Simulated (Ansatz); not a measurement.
AlN2. The state is a doublet with charge 0. Geometry r2SCAN-D4/def2-TZVP, basis def2-TZVP, Ansatz.

Cartesian coordinates in Å:
```
Al -0.118 0.789 -1.131
N 0.623 -0.263 0.598
N -0.504 -0.525 0.533
```

```tsv
run	HOMO (eV)	LUMO (eV)
A	-5.25	-2.07
B	-7.78	0.13
C	-4.22	-3.45
D	-4.51	-2.82
E	-4.19	-3.12
```

LC-ωPBE has ω = 0.4 bohr⁻¹. Another isomer (doublet) lies 0.07 eV lower at PBE0-D4/def2-TZVP; other spin states weren't run for this one.

HOMO and LUMO are taken over both spins.

Problem. The runs used LC-ωPBE, LDA (SPW92), PBE, PBE0, r2SCAN. Estimate which is which.

Solution. A PBE0 (25 % exact exchange); B LC-ωPBE (range-separated); C LDA (SPW92) (0 % exact exchange); D r2SCAN (0 % exact exchange); E PBE (0 % exact exchange). Exact exchange lowers occupied and raises empty levels; among semilocal functionals meta-GGAs tend to open the gap a little, and such runs are hard to tell apart. The gap grows from 0.78 eV (LDA (SPW92)) to 7.90 eV (LC-ωPBE).
